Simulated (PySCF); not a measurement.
## [C3H4NS]-: core ionisation energies

Species: C₃H₄NS (charge -1).
Structure used (PBE0-D3(BJ)/def2-SVP), in Å, numbered top down from 1:
```
atom  x, y, z in Å
C1     1.765    0.013   -0.480
N2     0.571    0.389   -0.206
C3    -0.467   -0.487   -0.170
C4    -1.783   -0.155    0.114
S5    -2.523    1.317    0.485
H6     2.035   -1.044   -0.705
H7     2.583    0.748   -0.501
H8    -0.250   -1.554   -0.386
H9    -2.441   -1.047    0.081
```

Computed with PySCF 2.14.0, delta-SCF UKS SCAN, pcX-2 on the ionised atom, pcseg-1 elsewhere, spin-free X2C. Vertical ΔSCF values, vacuum level as zero.

Question: List the computed XPS lines with their assignment.

Answer: 
| atom(s) | bonded to | level | binding energy (eV) | above the level's lowest (eV) | count |
| --- | --- | --- | --- | --- | --- |
| S5 | C | S 1s | 2469.62 | 0.00 | 1 |
| N2 | C (double bond) and C | N 1s | 399.92 | 0.00 | 1 |
| C1 | N (double bond) and 2 H | C 1s | 285.63 | +0.26 | 1 |
| C3 | N, C (double bond) and H | C 1s | 285.37 | 0.00 | 1 |

Lowest listed C 1s: C3, bonded to N, C (double bond) and H. Highest, 0.26 eV above it: C1, bonded to N (double bond) and 2 H.

Question: Which photon wavelength matches the N 1s of N2 (atom 2) threshold?

Answer: λ = hc/E = 12398.42 eV Å / 399.92 eV = 31.002 Å.

Question: Give the binding energy of N 1s of N2 in hartree and in kJ/mol.

Answer: 399.92 eV = 14.6968 Eh = 38586 kJ/mol.

The list is incomplete; no value stands for C 1s of C4 (hole states with ⟨S²⟩ of 1 or more are left out). The species carries charge -1, so core ionisation leaves a neutral species. The basis sets have no added diffuse functions. The structure is a single PBE0-D3(BJ)/def2-SVP conformer in the gas phase; no vibrational or solvent corrections.

Hardware: an Arm Neoverse V2 with one thread, no GPU (shared host). Cost: 41 s wall.
